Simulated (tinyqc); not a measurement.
Orbital energy against energy difference: ionisation energy by orbital energies and by energy differences in the 6-31g basis, for N2, spin multiplicity 1. Computed by the program tinyqc with PySCF. 

Geometry (angstrom):

| atom | x | y | z |
|---|---|---|---|
| N | 0.0000 | 0.0000 | 0.0000 |
| N | 0.0000 | 0.0000 | 1.0780 |

CCSD(T) difference in the same basis = 14.9311 eV

IP-EOM-CCSD = 14.8468 eV

The cation is unrestricted; errors are against CCSD(T) in this basis, not against experiment.

First vertical ionisation energy (eV):

| method | -e(HOMO) | E(cation) - E | error of -e(HOMO) | error of the difference |
|---|---|---|---|---|
| HF | 17.1621 | 15.146208 | 2.2311 | 0.2152 |
| LDA | 9.8801 | 15.447530 | -5.0510 | 0.5165 |
| PBE | 9.7714 | 15.245379 | -5.1597 | 0.3143 |
| B3LYP | 11.5341 | 15.722267 | -3.3970 | 0.7912 |
| PBE0 | 11.8678 | 15.696252 | -3.0632 | 0.7652 |
| CAM-B3LYP | 13.4644 | 15.902299 | -1.4666 | 0.9712 |
| LC-wPBE | 14.9417 | 15.989685 | 0.0107 | 1.0586 |

Koopmans errs by +2.23 eV and Delta-HF by +0.22 eV: relaxation, 2.02 eV, lowers the value and the missing correlation difference works with it. The PBE level is off by -5.2 eV through the wrong tail of its potential, though its energy difference is off by +0.31 eV; exact exchange deepens the level, and among the orbital energies LC-wPBE comes closest; among the differences HF does.
